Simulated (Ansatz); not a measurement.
Relaxation of CH$_{5}$OSi (8 atoms, charge 1, multiplicity 1), to a largest force component of 0.015 eV/Å in at most 40 steps.

Level of theory: RHF/def2-SVP (Ansatz 0.2.0).

```xyz
8
Properties=species:S:1:pos:R:3
C -0.775 0.855 0.004
Si 0.718 -0.216 -0.329
O 0.941 -1.618 0.338
H -0.536 1.919 -0.028
H -1.210 0.643 0.986
H -1.560 0.695 -0.739
H 1.866 -0.030 -1.181
H 0.554 -2.247 0.949
```

Task: Where does it end, and by what steps?

Result: It converged. Limits of this set-up: the dipole of an ion depends on the origin. After 17 steps the energy has fallen by 0.107 eV; H4 moved furthest, 0.32 Å.

```json
{"step": "0", "energy less start (eV)": "0.0000", "largest force component (eV/Å)": "0.608", "accepted": "yes"}
{"step": "1", "energy less start (eV)": "-0.0838", "largest force component (eV/Å)": "0.240", "accepted": "yes"}
{"step": "2", "energy less start (eV)": "-0.0964", "largest force component (eV/Å)": "0.151", "accepted": "yes"}
{"step": "3", "energy less start (eV)": "-0.0997", "largest force component (eV/Å)": "0.197", "accepted": "yes"}
{"step": "4", "energy less start (eV)": "-0.1020", "largest force component (eV/Å)": "0.096", "accepted": "yes"}
{"step": "5", "energy less start (eV)": "-0.1032", "largest force component (eV/Å)": "0.142", "accepted": "yes"}
{"step": "6", "energy less start (eV)": "-0.1036", "largest force component (eV/Å)": "0.186", "accepted": "yes"}
{"step": "7", "energy less start (eV)": "-0.1042", "largest force component (eV/Å)": "0.088", "accepted": "yes"}
{"step": "8", "energy less start (eV)": "-0.1049", "largest force component (eV/Å)": "0.041", "accepted": "yes"}
{"step": "9", "energy less start (eV)": "-0.1055", "largest force component (eV/Å)": "0.034", "accepted": "yes"}
{"step": "10", "energy less start (eV)": "-0.1058", "largest force component (eV/Å)": "0.097", "accepted": "yes"}
{"step": "11", "energy less start (eV)": "-0.1063", "largest force component (eV/Å)": "0.041", "accepted": "yes"}
{"step": "12", "energy less start (eV)": "-0.1064", "largest force component (eV/Å)": "0.066", "accepted": "yes"}
{"step": "13", "energy less start (eV)": "-0.1067", "largest force component (eV/Å)": "0.031", "accepted": "yes"}
{"step": "14", "energy less start (eV)": "-0.1054", "largest force component (eV/Å)": "0.115", "accepted": "no"}
{"step": "15", "energy less start (eV)": "-0.1069", "largest force component (eV/Å)": "0.020", "accepted": "yes"}
{"step": "16", "energy less start (eV)": "-0.1069", "largest force component (eV/Å)": "0.021", "accepted": "yes"}
{"step": "17", "energy less start (eV)": "-0.1069", "largest force component (eV/Å)": "0.012", "accepted": "yes"}
```

```xyz
8
Properties=species:S:1:pos:R:3
C -0.756 0.809 0.008
Si 0.670 -0.273 -0.351
O 0.990 -1.606 0.417
H -0.393 1.815 0.243
H -1.364 0.440 0.835
H -1.377 0.893 -0.890
H 1.642 0.008 -1.394
H 0.588 -2.086 1.132
```

Whether the end is a true minimum wasn't checked by a vibrational analysis.

The run took 16 s on 1 CPU thread of a shared host.
